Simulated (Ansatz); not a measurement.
**BH6OSi+ (SMILES B[SiH2][OH2+]): functionals against CCSD(T) at one geometry**

A test off equilibrium: a structure displaced at random from a GFN2-xTB minimum is computed at several levels, and each is set against CCSD(T).

Computed with Ansatz 0.2.0, Gaussian basis. Level: single points in def2-TZVPP.

Cores are frozen in the correlated methods.

### Step 1. The system as given

SMILES `B[SiH2][OH2+]`, 9 atoms, charge 1, spin multiplicity 1.

Atoms are counted from 1 here; the program's logs count them from 0.

Bond lengths: B1–Si2 1.965 Å, B1–H4 1.200 Å, B1–H5 1.355 Å, Si2–O3 1.812 Å, Si2–H6 1.479 Å, Si2–H7 1.436 Å, O3–H8 1.133 Å, O3–H9 1.033 Å. Angles: Si2–B1–H4 126.3°, Si2–B1–H5 126.0°, H4–B1–H5 107.3°, B1–Si2–O3 106.1°, B1–Si2–H6 122.4°, B1–Si2–H7 124.1°, O3–Si2–H6 98.6°, O3–Si2–H7 93.6°, H6–Si2–H7 104.8°, Si2–O3–H8 124.8°, Si2–O3–H9 135.9°, H8–O3–H9 92.2°.

As a file:

```csv
atom,x (Å),y (Å),z (Å)
B1,-1.1039,0.5795,-1.0950
Si2,0.5309,0.4173,-0.0165
O3,0.4406,-1.2014,0.7935
H4,-2.0377,-0.1748,-1.0869
H5,-1.4501,1.6412,-1.8622
H6,0.7748,1.2498,1.1817
H7,1.8358,0.1721,-0.5638
H8,1.3223,-1.7454,1.2510
H9,-0.2291,-1.6826,1.4152
```

### Step 2. CCSD(T)/def2-TZVPP

The input, run/in.yaml:

```yaml
crystal:
  periodic: [false, false, false]
  atoms:
    - {symbol: B, position_ang: [-1.103900, 0.579500, -1.095000]}
    - {symbol: Si, position_ang: [0.530900, 0.417300, -0.016500]}
    - {symbol: O, position_ang: [0.440600, -1.201400, 0.793500]}
    - {symbol: H, position_ang: [-2.037700, -0.174800, -1.086900]}
    - {symbol: H, position_ang: [-1.450100, 1.641200, -1.862200]}
    - {symbol: H, position_ang: [0.774800, 1.249800, 1.181700]}
    - {symbol: H, position_ang: [1.835800, 0.172100, -0.563800]}
    - {symbol: H, position_ang: [1.322300, -1.745400, 1.251000]}
    - {symbol: H, position_ang: [-0.229100, -1.682600, 1.415200]}
basis:
  gaussian: {orbitals: def2-TZVPP}
total_charge: 1
correlation: {method: ccsd_t}
output: {forces: true}
```

The command line of these runs was not kept.

### Step 3. PBE0-D4/def2-TZVPP

Changes to run/in.yaml since step 2:

```diff
@@ -15,3 +15,3 @@
 total_charge: 1
-correlation: {method: ccsd_t}
-output: {forces: true}
+hamiltonian: {xc: pbe0, dispersion: d4}
+output: {forces: true, orbitals: {seedname: orbitals}}
```

### Step 4. wB97M-V/def2-TZVPP

Changes to run/in.yaml since step 3:

```diff
@@ -15,3 +15,3 @@
 total_charge: 1
-hamiltonian: {xc: pbe0, dispersion: d4}
-output: {forces: true, orbitals: {seedname: orbitals}}
+hamiltonian: {xc: {name: wB97M-V}}
+output: {forces: true}
```

### Step 5. r2SCAN-D4/def2-TZVPP

Changes to run/in.yaml since step 4:

```diff
@@ -15,3 +15,3 @@
 total_charge: 1
-hamiltonian: {xc: {name: wB97M-V}}
+hamiltonian: {xc: r2scan, dispersion: d4}
 output: {forces: true}
```

### Step 6. PBE-D4/def2-TZVPP

Changes to run/in.yaml since step 5:

```diff
@@ -15,3 +15,3 @@
 total_charge: 1
-hamiltonian: {xc: r2scan, dispersion: d4}
+hamiltonian: {xc: pbe, dispersion: d4}
 output: {forces: true}
```

### Step 7. BHLYP-D4/def2-TZVPP

Changes to run/in.yaml since step 6:

```diff
@@ -15,3 +15,3 @@
 total_charge: 1
-hamiltonian: {xc: pbe, dispersion: d4}
+hamiltonian: {xc: {name: BHLYP}, dispersion: d4}
 output: {forces: true}
```

### Step 8. BLYP-D4/def2-TZVPP

Changes to run/in.yaml since step 7:

```diff
@@ -15,3 +15,3 @@
 total_charge: 1
-hamiltonian: {xc: {name: BHLYP}, dispersion: d4}
+hamiltonian: {xc: {name: BLYP}, dispersion: d4}
 output: {forces: true}
```

(Steps that only read results are left out.)

What does the calculation give? Wanted: energy less free atoms, CCSD(T)/def2-TZVPP; RMS force component; RMS force error; HOMO and LUMO, PBE0-D4; T1 diagnostic.

The runs gave:

```
                                  quantity                                                                                            value
energy less free atoms, CCSD(T)/def2-TZVPP                                                                                   -1928.9 kJ/mol
                       RMS force component                                                             1.766 to 2.090 eV/Å over the methods
                           RMS force error  PBE0-D4 0.101, wB97M-V 0.068, r2SCAN-D4 0.121, PBE-D4 0.258, BHLYP-D4 0.186, BLYP-D4 0.231 eV/Å
                    HOMO and LUMO, PBE0-D4                                                                              -13.91 and -7.48 eV
                             T1 diagnostic                                                                                            0.011
```

**Reading.** Against CCSD(T) the functionals' energies less atoms differ by -75.7 to -8.8 kJ/mol, PBE-D4 by -71.2 kJ/mol. CCSD(T) in triple zeta still lacks some correlation energy of the bonds, so part of these gaps is its own basis error and they don't rank the functionals. On forces the order runs from wB97M-V to PBE-D4. Frozen-core CCSD(T) forces in triple zeta carry basis errors of their own, and this is one geometry, so small gaps rank nothing.
